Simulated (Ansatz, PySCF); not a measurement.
fluoromethane (CH3F), SMILES CF. Atoms are numbered in the order given.

```xyz
5

C      0.0000     0.0000     0.6217
F      0.0000     0.0003    -0.7653
H      0.8952    -0.5170     0.9742
H      0.0000     1.0336     0.9745
H     -0.8952    -0.5170     0.9742
```

Geometry optimised at r2SCAN-D4/def2-TZVP.

Two levels are set side by side: PBE-D3(BJ)/def2-TZVP (Ansatz, a quantum-chemistry and plane-wave program) and r2SCAN-D4/def2-TZVP (PySCF). Each level has its own optimised geometry; the coordinates shown are those of the second. Frequencies come from the Hessian of PySCF at each geometry. Differences are taken from unrounded values.

| quantity | r2SCAN-D4 |
|---|---|
| mean bond length (Å) | 1.166 |
| bond C1–F2 (Å) | 1.387 |
| bond C1–H3 (Å) | 1.092 |
| bond C1–H4 (Å) | 1.092 |
| bond C1–H5 (Å) | 1.092 |
| highest harmonic wavenumber (cm⁻¹) | 3115 |
| mean harmonic wavenumber (cm⁻¹) | 1907 |
| zero-point energy (kcal/mol) | 24.53 |

### Question
What does PBE-D3(BJ) give, and how far is it from r2SCAN-D4? (Estimate from the structure and the level; the computed values follow.)

### Answer

| quantity | PBE-D3(BJ) | PBE-D3(BJ) minus r2SCAN-D4 |
|---|---|---|
| mean bond length (Å) | 1.174 | 0.008 |
| bond C1–F2 (Å) | 1.395 | 0.008 |
| bond C1–H3 (Å) | 1.100 | 0.008 |
| bond C1–H4 (Å) | 1.100 | 0.008 |
| bond C1–H5 (Å) | 1.100 | 0.008 |
| highest harmonic wavenumber (cm⁻¹) | 3039 | -76 |
| mean harmonic wavenumber (cm⁻¹) | 1853 | -53 |
| zero-point energy (kcal/mol) | 23.85 | -0.69 |
